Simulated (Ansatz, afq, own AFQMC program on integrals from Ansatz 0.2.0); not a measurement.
**Where AFQMC and coupled cluster stand for Se⁻, quartet**

A free Se anion.

Basis aug-cc-pVTZ. Noble-gas cores (and the filled d shells of Ga–Kr and In–Xe) are frozen. AFQMC by an in-house program on the Cholesky factors that Ansatz 0.2.0 writes for its CCSD(T) run. ph-AFQMC/CISD is guided by a CISD state made of CCSD amplitudes; releasing the constraint for a short imaginary time cuts its bias at the price of noise, slowly where states lie close. Error bars are statistical, one sigma. No spin–orbit coupling.

Determinant: UHF, the one that the program's search chose, which needn't be the lowest solution.

No full CI on the walks' own integrals is used here; CCSDT(Q) serves as the reference and is uncertain by about the last step of the cluster series.

Cautions: no relativity below Rb; no spin-orbit coupling; inner d shell frozen; another spin lies lower (by 3.54 eV); at this level and basis the anion state lies above a neutral one; the search met a lower determinant of the same kind, perhaps of another symmetry (9 meV lower), and this one is a saddle point.

```
T1 diagnostic                               : 0.0115
weight of the determinant in the CISD state : 0.922
⟨S²⟩ of the determinant                     : 3.761
size of the correlated space                : 7 electrons in 45 orbitals
```

```
  level  correlation energy (eV)
    MP2                  -3.1141
   CCSD                  -3.6360
CCSD(T)                  -3.7839
```

Problem. Estimate where phaseless AFQMC with a CISD trial lies against CCSD(T) on the same integrals.

Solution. 1.5 ± 0.2 kJ/mol below CCSD(T).

Reference: CCSDT(Q), correlation energy -3.812 eV. The released energy is read at 2.40 1/Eh (meV from the phaseless value at times in 1/Eh: -3.6 ± 1.4 at 0.24, -6.0 ± 1.6 at 0.51, -8.1 ± 1.6 at 0.99, -8.4 ± 1.1 at 1.62, -10.5 ± 1.0 at 2.40).

```json
{"level": "CCSD(T)", "E − E(reference) (kJ/mol)": "2.7", "share of correlation (%)": "99.27"}
{"level": "CCSDT", "E − E(reference) (kJ/mol)": "0.5", "share of correlation (%)": "99.86"}
{"level": "ph-AFQMC/CISD", "E − E(reference) (kJ/mol)": "1.1 ± 0.2", "share of correlation (%)": "99.69"}
{"level": "released AFQMC", "E − E(reference) (kJ/mol)": "0.1 ± 0.09", "share of correlation (%)": "99.96"}
```

A walk keeps the symmetry of its determinant, which the program's search chose and which needn't be the lowest solution, so a lower state of the same spin and another symmetry isn't excluded. Released energies are given only where the last usable release times agree within the noise; a slower fall can still hide under it.
